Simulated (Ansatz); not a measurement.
A run of Ansatz (development build ahead of 0.2.0) on singlet Li₂O at this shape:

```
atom   x (Å)   y (Å)    z (Å)
  Li  0.0100  0.0000  -1.6000
   O  0.0000  0.0000   0.0000
  Li  0.0100  0.0000   1.6000
```

Its results:

```json
{"Converged": "yes", "Total energy": "-89.78949 hartree", "Spin squared of the determinant": "0.000"}
```

(1) Which input gives this output? Name the method, the orbitals and the basis set, and write the input.

## Answers

(1) RHF in aug-cc-pVDZ. An unrestricted run that stays on the closed shell gives the same numbers.

```yaml
crystal:
  periodic: [false, false, false]
  atoms:
    - { symbol: Li, position_ang: [0.01, 0.0, -1.6] }
    - { symbol: O, position_ang: [0.0, 0.0, 0.0] }
    - { symbol: Li, position_ang: [0.01, 0.0, 1.6] }
basis:
  gaussian: { orbitals: aug-cc-pVDZ }
hamiltonian:
  xc: hf
```
